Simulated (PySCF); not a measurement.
**SiH3Cl (SMILES [SiH3]Cl) at PBE0/STO-3G**

Aim: the energy change on altering one bond length of SiH3Cl at PBE0/STO-3G, from 2 runs. The job is set up through a Python script.

Program for the calculation: PySCF 2.14.0.

9 further runs of the same task are left out: 9 set aside as unsound or not needed.

### 1 The system as given

The species is SiH3Cl (5 atoms), meant as a singlet with charge 0. As SMILES, `[SiH3]Cl`. The shape is that of a PBE0-D4/def2-TZVP optimisation.

Bond lengths: Si1–Cl2 2.054 Å, Si1–H3 1.481 Å, Si1–H4 1.481 Å, Si1–H5 1.481 Å. Angles: Cl2–Si1–H3 108.5°, Cl2–Si1–H4 108.5°, Cl2–Si1–H5 108.5°, H3–Si1–H4 110.4°, H3–Si1–H5 110.4°, H4–Si1–H5 110.4°.

### 2 A single-point energy at PBE0/STO-3G

job.py reads:

```python
from pyscf import gto, dft

system = gto.M(
    atom='''
Si    -0.211649     0.035149    -0.058393
Cl     3.473884    -0.970374     0.623421
H     -1.796941    -0.922753     2.039203
H     -1.010437    -1.106813    -2.484801
H     -0.360560     2.825896    -0.197854
''',
    basis='sto-3g',
    max_memory=1860,
    verbose=3,
    unit='bohr',
)

mf = dft.RKS(system)
mf.xc = 'pbe0'
mf.grids.level = 5
mf.conv_tol = 1e-10
mf.kernel()
if not mf.converged:
    mf = mf.newton().run(mf.mo_coeff, mf.mo_occ)

e_tot = mf.e_tot
print('Final energy', e_tot)
```

The run is started by

```sh
$ OMP_NUM_THREADS=1 python job.py
```

What it wrote:

```text
converged SCF energy = -742.907000488431
Final energy -742.9070004884312
```

Wall time 4.2 s (1 thread of Arm Neoverse V1, shared host); peak memory 0.2 GiB.

### 3 The distorted shape, same level

input.py reads:

```python
from pyscf import gto, dft

mol = gto.Mole()
mol.atom = '''
Si   0.055795   0.119989  -0.252920
Cl   2.006095  -0.412111   0.107880
H   -0.950900  -0.488300   1.079100
H   -0.366905  -0.484311  -1.536920
H   -0.023005   1.596789  -0.326720
'''
mol.charge = 0
mol.max_memory = 1860
mol.basis = 'sto-3g'
mol.verbose = 3
mol.build()

myscf = dft.RKS(mol)
myscf.xc = 'pbe0'
myscf.conv_tol = 1e-10
myscf.grids.level = 5
myscf.kernel()
if not myscf.converged:
    myscf = myscf.newton().run(myscf.mo_coeff, myscf.mo_occ)

energy = myscf.e_tot
print('E = %.10f Eh' % energy)
```

The run is started by

```sh
$ OMP_NUM_THREADS=1 python input.py
```

What it wrote:

```text
converged SCF energy = -742.872008275053
E = -742.8720082751 Eh
```

Wall time 2.7 s (1 thread of Arm Neoverse V1, shared host); peak memory 0.2 GiB.

### 4 Summary of results

Level: PBE0/STO-3G.

| quantity | value |
| --- | --- |
| first shape: total energy | -742.90700 Eh |
| first shape: dipole moment | 2.60 D |
| first shape: HOMO energy | -6.62 eV |
| first shape: LUMO energy | 4.63 eV |
| first shape: HOMO–LUMO gap | 11.25 eV |
| distorted shape: total energy | -742.87201 Eh |
| distorted shape: dipole moment | 2.52 D |
| distorted shape: HOMO energy | -6.48 eV |
| distorted shape: LUMO energy | 4.02 eV |
| distorted shape: HOMO–LUMO gap | 10.50 eV |
| energy change with the Si1–H3 bond stretched from 1.481 to 1.777 Å | 0.952 eV |

In words: With the Si1–H3 bond stretched from 1.481 to 1.777 Å the energy rises by 0.95 eV (91.9 kJ/mol). The first shape isn't relaxed at this level, so the change isn't measured from a minimum. The minimal basis adds a large error of its own. Mulliken charges (first shape) run from -0.35 on Cl2 to +0.61 on Si1; they depend strongly on the basis.
